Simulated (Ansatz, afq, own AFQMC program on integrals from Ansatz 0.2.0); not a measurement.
**NH3Br, doublet: AFQMC among the cluster methods**

```xyz
5

N    -2.3563   -0.0059   -0.0092
H    -2.6536    0.9620   -0.0092
H    -2.6536   -0.4082    0.8711
H    -1.1673   -0.0059   -0.0092
Br    0.4947   -0.0059   -0.0092
```

Connectivity, by distances: NH2 ··· Br, 1 bridging H.

Basis cc-pVTZ. Noble-gas cores (and the filled d shells of Ga–Kr and In–Xe) are frozen. AFQMC by an in-house program on the Cholesky factors that Ansatz 0.2.0 writes for its CCSD(T) run. ph-AFQMC/CISD is guided by a CISD state made of CCSD amplitudes; releasing the constraint for a short imaginary time cuts its bias at the price of noise, slowly where states lie close. Uncertainties: one standard error, sampling alone. No spin–orbit coupling.

Determinant: UHF, the one that the program's search chose, which needn't be the lowest solution. The geometry is a point of a scan.

No full CI on the walks' own integrals is used here. The released AFQMC energy serves as the reference, which it does only where one determinant dominates, the energy is flat over the last release times and near the phaseless one (40 meV or 2 meV an electron, half that with transition metals). On small molecules, where full CI could be run and the noise was under 10 meV, such values lay within 10 meV of it in 19 cases of 20, a flattering rate, since the rule was set on those same cases; what remains of the bias isn't in the error bar.

Cautions: no relativity below Rb; no spin-orbit coupling; inner d shell frozen; unrestricted determinant slightly spin contaminated (⟨S²⟩ 0.80 against 0.75); the released value is read at 1.50 1/Eh (meV from the phaseless value at times in 1/Eh: -10 ± 8 at 0.24, -32 ± 9 at 0.51, -22 ± 8 at 0.99, -24 ± 8 at 1.50).

```
T1 diagnostic                               : 0.0183
weight of the determinant in the CISD state : 0.855
⟨S²⟩ of the determinant                     : 0.803
size of the correlated space                : 15 electrons in 100 orbitals
```

Reference: AFQMC with the constraint released, correlation energy -11.812 ± 0.008 eV.

```csv
level,E − E(reference) (meV),share of correlation (%)
HF,11812.4 ± 8.3,0.00
MP2,1339.2 ± 8.3,88.66
CCSD,465.5 ± 8.3,96.06
CCSD(T),35.7 ± 8.3,99.70
ph-AFQMC/HF,124.0 ± 31.2,98.95
ph-AFQMC/CISD,24.2 ± 10.4,99.80
```

A walk keeps the symmetry of its determinant, which the program's search chose and which needn't be the lowest solution, so a lower state of the same spin and another symmetry isn't excluded. Released energies are given only where the last usable release times agree within the noise; a slower fall can still hide under it.
